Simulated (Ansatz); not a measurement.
**Antifluorite Mg₂Ge**

These are RPBE (plane waves, PAW; Ansatz, an electronic-structure program) values and carry that method's errors.

Settings: plane-wave cutoff 520 eV, 10×10×10 k mesh, Fermi–Dirac smearing 0.01 eV, scalar-relativistic PAW data made under PBE.

Cell (measured lattice):

```
CELL_PARAMETERS angstrom
      0.00000     3.19245     3.19245
      3.19245     0.00000     3.19245
      3.19245     3.19245     0.00000
ATOMIC_POSITIONS crystal
  Mg 0.25000 0.25000 0.25000
  Mg 0.75000 0.75000 0.75000
  Ge 0.00000 0.00000 0.00000
```

```
Property                                                 Result
-------------------------------------------  ------------------
band gap                                     0.17 eV (indirect)
smallest direct gap on the k points sampled             1.14 eV
```

Measured, for comparison: band gap 0.74 eV (temperature not stated, no zero-point or thermal correction, indirect, Γ–X; as tabulated in Ryu et al. (2019), arXiv:1905.06140).

Note: cell and atoms aren't relaxed at this level (pressure 2.4 GPa).

Spin–orbit coupling is not included.

Static lattice: no zero-point or thermal effects.

Computing time: about 10 core-seconds (a rough figure).
